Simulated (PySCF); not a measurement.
# Carbon: a sound run and one with changed settings

Sound run: C [He] 2s2 2p2, C⁺ [He] 2s2 2p1. Calculation: PySCF 2.14, in def2-TZVP; the non-relativistic Hamiltonian (point nucleus). The sound run starts from symmetry-adapted Hartree-Fock orbitals and uses a fine grid where one is needed.

A second run was set up differently.

```csv
species,method,sound run (hartree),changed run (hartree),converged
C,UHF,-37.69248,-37.69248,yes
C,LDA,-37.46739,-37.47174,yes
C,TPSS,-37.86460,-37.87231,yes
C⁺,UHF,-37.29554,-37.29554,yes
C⁺,LDA,-37.03808,-37.04716,yes
C⁺,TPSS,-37.44382,-37.46743,yes
```

Ionisation energy of C:

```csv
method,sound run (eV),changed run (eV)
UHF,10.801,10.801
LDA,11.682,11.553
TPSS,11.450,11.017
```

Problem. What was changed?
A. level shift left on
B. basis contracted for another Hamiltonian
C. too few SCF iterations
D. radial grid too coarse

Solution. D. It used radial step 0.8 in ln r (0.13 in the sound run). A coarse radial grid mis-integrates the density and the exchange-correlation energy, with errors of either sign; Hartree-Fock needs no grid.
